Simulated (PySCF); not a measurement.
**Reproducing measurements on CH2S**

**Experimental background.**

From NIST CCCBDB Release 22 (SRD 101), experimental dipoles, for the gas: dipole moment 1.647 ± 0.0014 D.

The results are set against them at the end.

Species: CH2S.
Numbering: `[CH2:1]=[S:2]` (hydrogens: H3, H4 on C1)

Geometry (PBE0-D3(BJ)/def2-SVP, Å), atoms numbered from 1 in this order:
```xyz
4
CH2S angstrom
C     -0.0591    0.0052   -0.1610
S      1.1480   -0.4186   -1.1325
H     -0.2794    1.0569    0.0815
H     -0.7262   -0.7340    0.3098
```

Runs made with PySCF (gas phase, on this PBE0-D3(BJ)/def2-SVP geometry; no spin–orbit coupling):

```json
{"level": "PBE0-D3(BJ)/def2-SVP, grid level 1", "job": "geometry optimisation from an MMFF94s start shaken at random", "basis functions": "42", "wall time": "2.9 s"}
{"level": "KT3/pcSseg-2", "job": "shieldings", "basis functions": "107", "wall time": "3.1 s"}
{"level": "PBE0/pcSseg-1", "job": "shieldings, charges and field gradients, density and orbital grids written", "basis functions": "51", "wall time": "2.5 s"}
```

Hardware: Arm Neoverse V1, one thread, on a shared host.

**Comparison with experiment**

**Dipole moment.** Measured: 1.647 D (NIST CCCBDB Release 22 (SRD 101), experimental dipoles).

| level | computed (D) | computed − measured (D) | % (from the printed values) |
| --- | --- | --- | --- |
| PBE0-D3(BJ)/def2-SVP | 1.678 | +0.031 | +2 |
| KT3/pcSseg-2 | 1.703 | +0.056 | +3 |
| PBE0/pcSseg-1 | 1.795 | +0.148 | +9 |

Closest is PBE0-D3(BJ)/def2-SVP (+0.031 D), furthest PBE0/pcSseg-1 (+0.148 D); one molecule doesn't rank methods. All 3 levels lie above the measurement. The computed dipoles belong to one fixed geometry; measured ones are averaged over vibrations unless marked μe. Magnitudes are compared, not signs.

The geometry is computed, not the measured one. Where a level misses, the cause wasn't examined.
